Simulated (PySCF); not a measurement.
**Question.** Give a PBE0-D3(BJ)/def2-SVP geometry of InChI=1S/BH5NSi/c2-1-3/h1H,2-3H2/q-1. (Charge -1.)

**Answer.** 
```xyz
8
BH5NSi angstrom
N     -1.373   -0.108   -0.152
B     -0.104   -0.471    0.380
Si     1.493    0.744    0.426
H     -2.227   -0.635   -0.016
H     -1.504    0.757   -0.660
H     -0.135   -1.554    0.973
H      2.584   -0.230   -0.067
H      1.278    1.505   -0.909
```

Orientation and origin are arbitrary. Atoms count from 1 in this order. B2 (three-coordinate boron) is planar (angles 124.3°, 122.6° and 112.4°, sum 359.4°, 0.07 Å off the plane of its three neighbours). Si3 (silicon bonded to B and 2 H) is pyramidal (angles 100.0°, 99.6° and 97.6°, sum 297.2°, 0.80 Å off the plane of its three neighbours). N1 (boron-bound nitrogen) is planar (angles 124.7°, 121.4° and 113.8°, sum 359.9°, 0.02 Å off the plane of its three neighbours).

Bonds between heavy atoms (Å): N1–B2 1.423, B2–Si3 2.007.

Method: PBE0-D3(BJ)/def2-SVP geometry optimisation, gas phase in PySCF 2.14.0.

No PBE0-D3(BJ)/def2-SVP frequencies stand behind this structure, so it isn't proved a minimum. Torsions: N1–B2–Si3–H -135° and -35°.

One conformer stands for the species.
